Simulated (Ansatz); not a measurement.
The input, for Ansatz 0.2.0:

```yaml
crystal:
  periodic: [false, false, false]
  atoms:
    - {symbol: In, position_ang: [0.000000, -0.248386, 0.000000]}
    - {symbol: O, position_ang: [0.000000, 0.891259, -1.709721]}
    - {symbol: O, position_ang: [0.000000, 0.891259, 1.709721]}
basis:
  gaussian: {orbitals: def2-SVP}
magnetization: {spin_polarized: false, initial_magnetization: 1}
correlation: {method: bccd_t, electrons: outside_noble_gas}
```

```sh
$ ansatz run in.yaml --threads 1 --pin off --events-out ev --progress --plain --max-ram 2393MiB
```

Output:

```
591 factors; integrals over basis functions are off by at most 2.4e-4 eV
mean field evaluation 1: about -9206.0509 eV, gradient 4.5e1 eV
mean field evaluation 2: about -9206.1036 eV, gradient 4.5e1 eV
mean field evaluation 4: about -9211.1692 eV, gradient 1.1e1 eV
mean field evaluation 8: about -9211.7394 eV, gradient 1.6e0 eV
mean field evaluation 16: about -9212.3960 eV, gradient 1.2e0 eV
mean field evaluation 32: about -9211.6752 eV, gradient 1.4e0 eV
mean field evaluation 64: about -9211.7721 eV, gradient 1.3e0 eV
mean field evaluation 96: about -9202.5823 eV, gradient 2.4e1 eV
mean field evaluation 128: about -9210.5039 eV, gradient 2.1e-6 eV
mean field evaluation 160: about -9209.7567 eV, gradient 1.1e0 eV
...
cycle  32  -11.40030089 eV  change   -5.3e-7 eV  update   9.6e-5
cycle  33  -11.40023469 eV  change    6.6e-5 eV  update   9.5e-5
cycle  34  -11.40027172 eV  change   -3.7e-5 eV  update   8.6e-5
cycle  35  -11.40032479 eV  change   -5.3e-5 eV  update   7.6e-5
cycle  36  -11.40036304 eV  change   -3.8e-5 eV  update   4.6e-5
cycle  37  -11.40035858 eV  change    4.5e-6 eV  update   3.7e-5
cycle  38  -11.40032851 eV  change    3.0e-5 eV  update   3.3e-5
cycle  39  -11.40032582 eV  change    2.7e-6 eV  update   2.5e-5
cycle  40  -11.40031162 eV  change    1.4e-5 eV  update   1.7e-5
cycle  41  -11.40031423 eV  change   -2.6e-6 eV  update   1.2e-5
perturbative correction -0.78079455 eV, -0.0286936705 hartree
WARN: these amplitudes may be one of several solutions (largest doubles amplitude 0.28, level shift 0.08 eV)
Total energy: -9226.45220852 eV, -339.0658647490 hartree
```

Ran on 1 thread of Arm Neoverse V1, shared host: 48 s wall, 0.18 GiB peak host memory.
